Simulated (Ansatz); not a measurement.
# SiN2 (triplet): from a generated start to a stationary point

Aim: relax a generated start of SiN2 (triplet) and see which bonds hold.

The runs use Ansatz 0.2.0, Gaussian basis; UKS PBE0/def2-TZVP.

**1. The starting structure**

3 atoms, charge 0, spin multiplicity 3.

Atoms are counted from 1 here; the program's logs count them from 0.

Bond lengths: N1–Si2 1.600 Å, Si2–N3 1.600 Å. Angles: N1–Si2–N3 180.0°.

As a file:

```xyz
3

N     0.0000    0.0000   -1.5997
Si    0.0000    0.0000    0.0000
N     0.0000    0.0000    1.5997
```

The start was built by rule and, where that kept it together, relaxed with GFN2-xTB. Sticks and bond lists go by distance. 

**2. The run**

in.yaml

```yaml
crystal:
  periodic: [false, false, false]
  atoms:
    - {symbol: N, position_ang: [0.000000, 0.000000, -1.599664]}
    - {symbol: Si, position_ang: [0.000000, 0.000000, 0.000000]}
    - {symbol: N, position_ang: [0.000000, 0.000000, 1.599664]}
basis:
  gaussian: {orbitals: def2-TZVP}
magnetization: {spin_polarized: true, initial_magnetization: 2}
hamiltonian: {xc: pbe0}
relax: {f_tol: 0.004, max_steps: 80}
```

Launch:

```console
ansatz run in.yaml --threads 1 --pin off --events-out ev --progress --plain --max-ram 2176MiB
```

What does the calculation give? Wanted: energy gained; shift from the start; total energy; dipole moment; ⟨S²⟩.

As calculated:

| quantity | value |
| --- | --- |
| steps | 4 |
| energy gained | 0.064 eV |
| shift from the start (rms) | 0.033 Å |
| total energy | -10846.0084 eV |
| dipole moment | 0.00 D |
| ⟨S²⟩ | 2.209 |

In words: The bonds of the start are those of the end. N1–Si2 went from 1.600 to 1.640 Å. The determinant is spin-contaminated (excess 0.21). No vibrations were run, so this is a stationary point, not a proven minimum, and this spin need not be the ground state's.
